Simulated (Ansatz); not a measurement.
Reaction (SMILES): C#N (CH-N) → CHN+ (doublet, bonded as C#N) + e-
B3LYP-D3(BJ)/def2-TZVP geometries, fixed; electronic energies without zero-point terms.
Largest species:
```
C
N 1 1.1462
H 1 1.0667 2 180.00
```
Charge 0, spin multiplicity 1.

Basis-set convergence of the adiabatic ionisation energy at HF with Ansatz (an electronic-structure program). Cartesian d functions, on some or all atoms, in 6-31G*, 6-31G**, 6-31+G*; all else is spherical. Open shells are unrestricted. No added dispersion term, no relativity. Functions are those of the species that has most. Reference: the value in aug-pcseg-3, 11.998 eV, itself unsure by roughly 0.007 eV (its mean distance from aug-cc-pVQZ, cc-pV5Z, def2-QZVPPD).

| basis | functions | adiabatic ionisation energy (eV) |
|---|---|---|
| def2-SV(P) | 30 | 12.133 |
| 6-31G* | 32 | ___ |
| pcseg-1 | 33 | 12.134 |
| 6-31G** | 35 | ___ |
| 6-31+G* | 40 | ___ |
| 6-311G** | 42 | 12.029 |
| aug-pcseg-1 | 55 | 12.001 |
| 6-311++G(2d,2p) | 64 | 12.022 |
| def2-TZVPD | 83 | ___ |
| aug-pcseg-2 | 115 | 12.001 |
| pcseg-3 | 153 | 11.999 |
| aug-cc-pVQZ | 206 | 11.990 |
| aug-pcseg-3 | 219 | 11.998 |

Task: Fill in the missing entries.

Result: 
- 6-31G*, adiabatic ionisation energy (eV): 11.951
- 6-31G**, adiabatic ionisation energy (eV): 11.946
- 6-31+G*, adiabatic ionisation energy (eV): 12.017
- def2-TZVPD, adiabatic ionisation energy (eV): 11.993
